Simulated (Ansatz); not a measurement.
System (SMILES): [C-]#[S+] (C-S).
Atoms: C1, S2. Bonds: C1-S2.

Basis-set convergence of the highest harmonic wavenumber at CCSD(T) with Ansatz (a first-principles code). Each level at its own minimum, finite differences of forces, unscaled; the reference is a large set that could be run, not a limit. Cartesian d functions, on some or all atoms, in 6-31G*, 6-311G**; all else is spherical. Cores are frozen. No added dispersion term, no relativity. Reference: the value in def2-QZVPP, 1281 cm⁻¹, itself unsure by roughly 6 cm⁻¹ (its mean distance from cc-pV(Q+d)Z, aug-cc-pV(T+d)Z, def2-TZVPPD). Deviations are taken from unrounded values. Cost is core time over that of 6-31G*, rough, on shared machines of one kind.

```
basis              functions  highest harmonic wavenumber (cm⁻¹)  minus reference (cm⁻¹)  cost
-----------------  ---------  ----------------------------------  ----------------------  ----
def2-SVP                  32                                1302                      22  0.7×
6-31G*                    34                                1275                      -6    1×
cc-pV(D+d)Z               37                                1270                     -10    2×
6-311G**                  45                                1278                      -2    3×
aug-cc-pV(D+d)Z           55                                1259                     -22    6×
pcseg-2                   64                                1289                       9    8×
def2-TZVP                 68                                1276                      -4    8×
def2-TZVPP                73                                1278                      -2    8×
6-311++G(3df,3pd)         86                                1281                       0   20×
jun-cc-pV(T+d)Z           87                                1271                      -9   20×
def2-TZVPPD               88                                1275                      -6   30×
aug-cc-pV(T+d)Z          101                                1269                     -11   40×
cc-pV(Q+d)Z              119                                1280                       0   70×
```
